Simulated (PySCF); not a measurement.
Spectrum to structure. Method used: PySCF, TDDFT CAM-B3LYP/def2-SVPD, vertical, gas phase, core orbitals frozen in the response. Geometries: GFN2-xTB, one conformer each.

```csv
state,λ (nm),f
S1,203.1,0.127
S2,194.3,0.0004
S3,183.9,0.010
S4,182.6,0.016
S5,175.4,0.0007
S6,167.3,0.038
S7,166.6,0.0032
S8,162.5,0.0025
```

Triplets computed (Tamm–Dancoff): 3.99, 5.22, 6.14 eV.

Question: Which structure fits? All have the formula C7H8O.
A. `C1=CC(C2CC2)=CO1`
B. `C(/C=C\CC)#CC=O`
C. `COC1=CC=CC=C1`

Answer: A. Its S1, at 6.11 eV, is the highest among the candidates; the nearest of the others has S1 at 5.26 eV. S1 is HOMO→LUMO (95%). Löwdin shares by element: HOMO carbon 66% or more, oxygen 8% (atoms not listed hold the other 26%); LUMO carbon 52% or more, oxygen 20% (atoms not listed hold the other 29%). At the same level the other candidates give, for their lowest levels:
- `COc1ccccc1`: 236 nm (f 0.031); 207 nm (f 0.081); 191 nm (f 0.005); 179 nm (f 0.021); 177 nm (f 0.684); T1 4.08 eV; HOMO -7.68, LUMO 0.87 eV
- `CC/C=C\C#CC=O`: 326 nm (f 0.000); 279 nm (f 0.000); 261 nm (f 0.508); 197 nm (f 0.001); 179 nm (f 0.129); T1 2.96 eV; HOMO -8.64, LUMO -1.27 eV

Conformer computed: `[cH:1]1[cH:2][c:3]([CH:4]2[CH2:5][CH2:6]2)[cH:7][o:8]1`: C2–C3–C4–C5 36°.
